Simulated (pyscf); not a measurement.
Optimised with ωB97X-D3(BJ)/def2-SVP in PySCF.

Q: For HN=Ti(Cl)–Cl + H₂ → H₂N–TiH(Cl)–Cl, an addition across a multiple bond or ene-type step (singlet surface; H–H broken, H–Ti, H–N formed), PBE/def2-TZVP gives ΔE‡ = -0.29 eV and ΔE = -1.26 eV (zero: the separated reactants). In which direction and how far do B3LYP-D3(BJ)/def2-TZVP, PBE0-D3(BJ)/def2-TZVP, ωB97M-D3(BJ)/def2-TZVP move these?

A: B3LYP-D3(BJ): ΔE‡ = -0.15 eV, ΔE = -1.38 eV; PBE0-D3(BJ): ΔE‡ = -0.26 eV, ΔE = -1.41 eV; ωB97M-D3(BJ): ΔE‡ = -0.09 eV, ΔE = -1.38 eV. PBE's barrier lies under all of them, by 0.02 to 0.20 eV. Its reaction energy lies over all of them, by 0.12 to 0.16 eV. On the reactant side the descent ends in an adduct with a H–Ti contact, 0.45 eV under the separated species and 0.35 eV under the saddle at ωB97X-D3(BJ)/def2-TZVP. At PBE, B3LYP-D3(BJ), PBE0-D3(BJ), ωB97M-D3(BJ) the saddle lies under the separated reactants, which points to a path from their complex (located at ωB97X-D3(BJ) alone). This is the saddle that the search found; another between the same sides may lie lower.
